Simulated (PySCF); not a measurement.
The linear singlet lies higher and needs more than one determinant, so no gap is given.

B3LYP has the VWN-RPA correlation part, as in Gaussian. 

Cartesian coordinates (Å):
SMILES: O=S
```xyz
2

O      0.7450     0.0000     0.0000
S     -0.7450     0.0000     0.0000
```
Charge 0, spin multiplicity 3.

Question: Estimate the highest occupied spin orbital, total energy and dipole moment that PySCF 2.14.0 with B3LYP-D3(BJ)/def2-TZVP returns for this input.

Answer: 
| Property | Value |
|---|---|
| highest occupied spin orbital | -7.30 eV |
| total energy | -473.4303 Ha |
| dipole moment | 0.337 e·Å |
